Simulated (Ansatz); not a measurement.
Reaction (substitution at a C–Cl bond): `C/N=C/Cl` + CH₃NH₂ → `C/N=C/NC` + HCl

Computed with Ansatz on PBE0-D4/def2-TZVP structures; ΔE is electronic, products minus reactants. CCSD(T)/CBS adds triple-zeta CCSD(T) − MP2 to the extrapolated MP2 energy (def2 sets, frozen cores). This one scheme is used for every species. Double bonds are as drawn, so ΔE can hold a change between cis and trans. DFT in def2-TZVPP. Each species was taken in one conformer, which may not be the lowest.

`C/N=C/Cl`:

Z-matrix (Å, degrees):
```
C
N 1 1.441
H 1 1.098 2 113.9
H 1 1.093 2 108.8 3 121.9
H 1 1.093 2 108.8 3 -121.9
C 2 1.244 1 117.8 3 -0.2
Cl 6 1.728 2 121.7 1 -180.0
H 6 1.094 2 126.4 1 0.0
```

CH₃NH₂:

Cartesian coordinates in Å:
```
C 0.022 0.507 0.255
N 0.096 -0.628 -0.649
H -0.395 0.292 1.250
H -0.589 1.292 -0.199
H 1.022 0.924 0.396
H -0.823 -1.023 -0.801
H 0.667 -1.363 -0.251
```

`C/N=C/NC`:

```xyz
13

C     1.701   -1.354   -0.519
N     0.504   -0.724   -0.037
C     0.346    0.504   -0.299
N    -0.710    1.229    0.157
C    -1.810    0.578    0.820
H     1.446   -2.218   -1.141
H     2.292   -1.736    0.321
H     2.346   -0.685   -1.110
H     1.063    1.092   -0.890
H    -0.894    2.095   -0.315
H    -2.334   -0.128    0.165
H    -1.438    0.013    1.676
H    -2.513    1.333    1.172
```

HCl:

Z-matrix (Å, degrees):
```
Cl
H 1 1.279
```

Q: Is it downhill or uphill in electronic energy at CCSD(T)/CBS, and by how much? (An estimate is asked.)

A: The calculation gave: Downhill: ΔE = -52.4 kJ/mol.

Q: What do these levels give: B97M-V, BHLYP, CCSD(T)/def2-SVP, HF/def2-TZVPP, HF/def2-QZVPP, CCSD/CBS(def2)? (Estimate.)

A: The calculation gave: B97M-V -55.1, BHLYP -55.1, CCSD(T)/def2-SVP -67.0, HF/def2-TZVPP -53.0, HF/def2-QZVPP -53.1, CCSD/CBS(def2) -52.6 kJ/mol.

Largest T1 diagnostic among the species: 0.012.

From PBE to PBE0 (25 % exact exchange), in def2-TZVPP and without D4, ΔE moves by −3.6 kJ/mol. The D4 term adds −4.4 kJ/mol with B3LYP and −2.6 kJ/mol with PBE0; it sums over pairs of atoms, weighted by their polarisabilities, and B3LYP, whose exchange is more repulsive, gets the larger term. At CCSD(T), def2-SVP lies −14.7 kJ/mol from the extrapolated value and def2-TZVPP −1.1 kJ/mol.

B3LYP here is the variant with VWN-RPA as its local correlation; programs differ in this.
